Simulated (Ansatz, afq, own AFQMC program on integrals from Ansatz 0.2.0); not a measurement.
Where AFQMC and coupled cluster stand for SiHO, quartet

```yaml
atoms:
  - { symbol: Si, position_ang: [0.0000, -0.1509, 1.1144] }
  - { symbol: O, position_ang: [0.0000, 0.1942, -2.0759] }
  - { symbol: H, position_ang: [0.0000, 1.1230, 1.8991] }
```

Connectivity, by distances: SiH ··· O.

Basis cc-pVDZ. Noble-gas cores (and the filled d shells of Ga–Kr and In–Xe) are frozen. Integrals, coupled cluster, full CI and functionals: Ansatz 0.2.0; the random walks run on the same integrals in our own AFQMC program. ph-AFQMC/CISD is guided by a CISD state made of CCSD amplitudes; releasing the constraint for a short imaginary time cuts its bias at the price of noise, slowly where states lie close. Uncertainties: one standard error, sampling alone.

Determinant: UHF, the one that the program's search chose, which needn't be the lowest solution. The geometry is a point of a scan.

No full CI on the walks' own integrals is used here; CCSDT(Q) serves as the reference and is uncertain by about the last step of the cluster series.

Cautions: lower spins were not checked.

```
T1 diagnostic                               : 0.0224
weight of the determinant in the CISD state : 0.892
⟨S²⟩ of the determinant                     : 3.791
size of the correlated space                : 11 electrons in 31 orbitals
```

Reference: CCSDT(Q), correlation energy -5.733 eV. The released energy is read at 2.40 1/Eh (meV from the phaseless value at times in 1/Eh: -15 ± 9 at 0.24, -10 ± 9 at 0.51, -15 ± 13 at 0.99, -19 ± 12 at 1.62, -35 ± 17 at 2.40).

```
         level  E − E(reference) (kJ/mol)  share of correlation (%)
            HF                      553.2                      0.00
           MP2                      113.4                     79.49
          CCSD                        9.4                     98.31
       CCSD(T)                        2.5                     99.55
         CCSDT                        0.4                     99.93
   ph-AFQMC/HF                 -0.2 ± 6.1                    100.03
 ph-AFQMC/CISD                  3.5 ± 0.9                     99.36
released AFQMC                  0.2 ± 1.7                     99.97
```

A walk keeps the symmetry of its determinant, which the program's search chose and which needn't be the lowest solution, so a lower state of the same spin and another symmetry isn't excluded. Released energies are given only where the last usable release times agree within the noise; a slower fall can still hide under it.
